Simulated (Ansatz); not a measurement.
The input, for Ansatz 0.2.0:

```yaml
crystal:
  periodic: [false, false, false]
  atoms:
    - {symbol: B, position_ang: [-0.001574, 0.090727, 0.791483]}
    - {symbol: C, position_ang: [-0.002407, -0.130793, -0.587290]}
    - {symbol: H, position_ang: [0.045557, 0.585423, -1.491120]}
basis:
  gaussian: {orbitals: 6-31G}
magnetization: {spin_polarized: true, initial_magnetization: 0}
correlation: {method: ccsd_t, electrons: outside_noble_gas}
output: {forces: true}
```

```sh
$ ansatz run in.yaml --threads 1 --pin off --events-out ev --progress --plain --max-ram 2393MiB
```

Output:

```
285 factors; integrals over basis functions are off by at most 2.7e-4 eV
mean field evaluation 1: about -1707.0113 eV, gradient 1.7e1 eV
mean field evaluation 2: about -1707.0134 eV, gradient 1.7e1 eV
mean field evaluation 4: about -1709.4477 eV, gradient 2.1e0 eV
mean field evaluation 8: about -1709.6716 eV, gradient 2.2e-1 eV
mean field evaluation 16: about -1710.0516 eV, gradient 2.4e0 eV
mean field evaluation 32: about -1711.3144 eV, gradient 1.5e-2 eV
mean field evaluation 64: about -1709.6759 eV, gradient 7.4e-3 eV
mean field evaluation 96: about -1712.0039 eV, gradient 1.2e-2 eV
mean field evaluation 128: about -1712.1731 eV, gradient 2.4e-2 eV
mean field evaluation 160: about -1712.0025 eV, gradient 2.3e-6 eV
...
mean field -1712.17312869 eV, -62.9212019266 hartree, gradient 1.4e-6 eV, S^2 1.348080; 18 other end points of the search recorded, 0 dependent functions left out
determinant -1712.17312869 eV, -62.9212019266 hartree, with singles and doubles -1715.38775933 eV, -63.0393374237 hartree
determinant -1712.00254341 eV, -62.9149330333 hartree, with singles and doubles -1715.32560839 eV, -63.0370534189 hartree
determinant -1710.45218334 eV, -62.8579583516 hartree, with singles and doubles -1713.60863794 eV, -62.9739559185 hartree
determinant -1710.45026299 eV, -62.8578877800 hartree, with singles and doubles -1713.50456216 eV, -62.9701312042 hartree
determinant -1709.38667978 eV, -62.8188018180 hartree, with singles and doubles -1713.00271184 eV, -62.9516885452 hartree
determinant -1708.97218891 eV, -62.8035695594 hartree, with singles and doubles -1713.03355982 eV, -62.9528221876 hartree
determinant -1712.17312869 eV, -62.9212019266 hartree, with singles and doubles -1715.40562760 eV, -63.0399940707 hartree
determinant -1712.00254341 eV, -62.9149330333 hartree, with singles and doubles -1715.35612760 eV, -63.0381749792 hartree
determinant -1709.67586152 eV, -62.8294290509 hartree, with singles and doubles -1715.07359627 eV, -63.0277921444 hartree
2 core orbitals not correlated: weight in the atoms' cores, before any rotation towards them, 1.000 or more for the frozen orbitals, at most 0.000 for the correlated occupied ones
reference -1712.17312869 eV, -62.9212019266 hartree; 4, 4 occupied and 14, 14 virtual orbitals, 285 factors
second order -2.30956574 eV of doubles, -0.00000000 eV of singles
...
cycle   2  -3.23250734 eV  change   -6.2e-6 eV  update   2.3e-6
cycle   3  -3.23251030 eV  change   -3.0e-6 eV  update   1.6e-6
cycle   4  -3.23251231 eV  change   -2.0e-6 eV  update   1.3e-6
cycle   5  -3.23251368 eV  change   -1.4e-6 eV  update   1.0e-6
cycle   6  -3.23251451 eV  change   -8.3e-7 eV  update   7.6e-7
cycle   7  -3.23251509 eV  change   -5.8e-7 eV  update   5.1e-7
cycle   8  -3.23251498 eV  change    1.1e-7 eV  update   2.7e-7
cycle   9  -3.23251485 eV  change    1.3e-7 eV  update   1.5e-7
cycle  10  -3.23251460 eV  change    2.5e-7 eV  update   9.4e-8
cycle  11  -3.23251454 eV  change    6.0e-8 eV  update   5.4e-8
perturbative correction -0.10446594 eV, -0.0038390525 hartree
the calculation of the forces begins
Total energy: -1715.51010916 eV, -63.0438336972 hartree
Atom 0 at    -0.001574     0.090727     0.791483 Å, force    -0.018003    -0.159789     1.066473 eV/Å
Atom 1 at    -0.002407    -0.130793    -0.587290 Å, force     0.108630     1.593444    -2.238217 eV/Å
Atom 2 at     0.045557     0.585423    -1.491120 Å, force    -0.090628    -1.433655     1.171744 eV/Å
Dipole moment:     0.003487     0.059412    -0.016742 e Å
```

Forces (eV/Å):
```
B   -0.018 -0.160  1.066
C    0.109  1.593 -2.238
H   -0.091 -1.434  1.172
```

The determinant's ⟨S²⟩ is 1.35 against 0.00 for a pure state. The T1 diagnostic is 0.068.

For the same geometry and basis full CI lies 38.5 meV lower. By full CI's occupations no single determinant describes the state well.

Ran on 1 thread of AMD EPYC 7B13, shared host: 2.2 s wall, 0.1 GiB peak host memory.
